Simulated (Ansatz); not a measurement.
# C₂H₆FNO: a ladder of functionals and wavefunction methods

Aim: compute C₂H₆FNO with functionals from several rungs and with coupled cluster. The yardstick is the atomisation energy at the CCSD(T) limit.

The runs use Ansatz 0.2.0, Gaussian basis; functionals in def2-TZVPP, the program's frozen cores in correlated methods.

Levels to be run: LDA (SPW92), PBE-D4, revPBE-D4, BLYP-D4, r2SCAN-D4, B97M-V, PBE0-D4, B3LYP-D4, r2SCANh-D4, r2SCAN0-D4, HSE06-D4, BHLYP-D4, CAM-B3LYP-D4, LC-ωPBE, ωB97X-V, ωB97M-V, B2PLYP, PBE-QIDH; CCSD(T)/def2-SVP; CCSD(T)/def2-TZVPP; MP2/def2-QZVPP; extrapolation to the limit; RPA on PBE.

### Step 1. Structure used throughout

All runs share one geometry, relaxed beforehand with PBE0-D4 in a triple-zeta def2 set.

SMILES `COC(N)F`, 11 atoms, charge 0, spin multiplicity 1.

Atoms are counted from 1 here; the program's logs count them from 0.

Bond lengths: C1–O2 1.412 Å, C1–H6 1.097 Å, C1–H7 1.093 Å, C1–H8 1.089 Å, O2–C3 1.363 Å, C3–N4 1.400 Å, C3–F5 1.414 Å, C3–H9 1.098 Å, N4–H10 1.010 Å, N4–H11 1.012 Å. Angles: O2–C1–H6 110.9°, O2–C1–H7 111.4°, O2–C1–H8 106.7°, H6–C1–H7 109.2°, H6–C1–H8 109.1°, H7–C1–H8 109.6°, C1–O2–C3 114.2°, O2–C3–N4 108.4°, O2–C3–F5 108.4°, O2–C3–H9 112.7°, N4–C3–F5 112.2°, N4–C3–H9 111.3°, F5–C3–H9 103.8°, C3–N4–H10 111.3°, C3–N4–H11 110.6°, H10–N4–H11 110.0°.

### Step 2. LDA

This LDA is Slater exchange with PW92 correlation.

Input file in.yaml:

```yaml
crystal:
  periodic: [false, false, false]
  atoms:
    - {symbol: C, position_ang: [-1.581368, 0.362376, 0.406793]}
    - {symbol: O, position_ang: [-0.555684, -0.548677, 0.073699]}
    - {symbol: C, position_ang: [0.680174, 0.016874, -0.033938]}
    - {symbol: N, position_ang: [1.616981, -1.003353, -0.239429]}
    - {symbol: F, position_ang: [0.656172, 0.942878, -1.102567]}
    - {symbol: H, position_ang: [-1.346685, 0.891060, 1.338696]}
    - {symbol: H, position_ang: [-1.739989, 1.092627, -0.390365]}
    - {symbol: H, position_ang: [-2.486778, -0.225089, 0.549146]}
    - {symbol: H, position_ang: [0.943164, 0.629547, 0.838877]}
    - {symbol: H, position_ang: [2.539428, -0.626268, -0.402777]}
    - {symbol: H, position_ang: [1.339882, -1.588976, -1.017333]}
basis:
  gaussian: {orbitals: def2-TZVPP}
hamiltonian: {xc: lda}
output: {orbitals: {seedname: orbitals}}
```

The run is started by

```sh
ansatz run in.yaml --threads 4 --pin off --events-out ev --progress --plain --max-ram 10444MiB
```

The runs that follow: PBE-D4 (GGA); revPBE-D4 (GGA); BLYP-D4 (GGA); r2SCAN-D4 (meta-GGA); B97M-V (meta-GGA); B3LYP-D4 (hybrid); r2SCANh-D4 (hybrid); r2SCAN0-D4 (hybrid); HSE06-D4 (hybrid); BHLYP-D4 (hybrid); CAM-B3LYP-D4 (range-separated); LC-ωPBE (range-separated); ωB97X-V (range-separated); ωB97M-V (range-separated); B2PLYP (double hybrid); PBE-QIDH (double hybrid); CCSD(T) in def2-SVP; CCSD(T) in def2-TZVPP; MP2 in def2-QZVPP; RPA on PBE orbitals.

**Question.** What will the summary of the whole plan be? Wanted: atomisation energy, CCSD(T)/CBS; farthest beyond LDA; mean size of error, GGA; mean size of error, meta-GGA; mean size of error, hybrid; mean size of error, range-separated; mean size of error, double hybrid; gap, smallest and largest; T1 diagnostic.

As calculated:

| quantity | value |
| --- | --- |
| atomisation energy, CCSD(T)/CBS | 4155.0 kJ/mol |
| functionals within 20.8 kJ/mol (0.5 %) | revPBE-D4, r2SCAN-D4, B97M-V, PBE0-D4, B3LYP-D4, HSE06-D4, LC-ωPBE, ωB97X-V, ωB97M-V |
| farthest beyond LDA | BHLYP-D4 (-160.9 kJ/mol) |
| mean size of error, GGA | 49.9 kJ/mol |
| mean size of error, meta-GGA | 4.6 kJ/mol |
| mean size of error, hybrid | 51.9 kJ/mol |
| mean size of error, range-separated | 19.1 kJ/mol |
| mean size of error, double hybrid | 39.9 kJ/mol |
| gap, smallest and largest | 6.64 eV (BLYP-D4), 14.23 eV (LC-ωPBE) |
| T1 diagnostic | 0.0112 |
| triples share of the correlation energy | 3.5 % |

In words: LDA overbinds by 716.7 kJ/mol (17 %). PBE-D4 misses by +125.6 kJ/mol. Double hybrids carry the basis error of their MP2 part in triple zeta, and no dispersion term here, so their miss is partly the set-up's. The rungs meta-GGA, range-separated miss on average by less than the doubt on the reference (20.8 kJ/mol), so they tie. The reference freezes the cores and leaves out relativity and excitations past (T), so misses under about 20.8 kJ/mol can't be ranked. Hartree-Fock recovers 69 % of the binding; the rest is correlation. CCSD(T) in def2-SVP is off by -227.5 kJ/mol, which most functionals beat. Orbital gaps span 6.6 to 14.2 eV; exact exchange widens them.
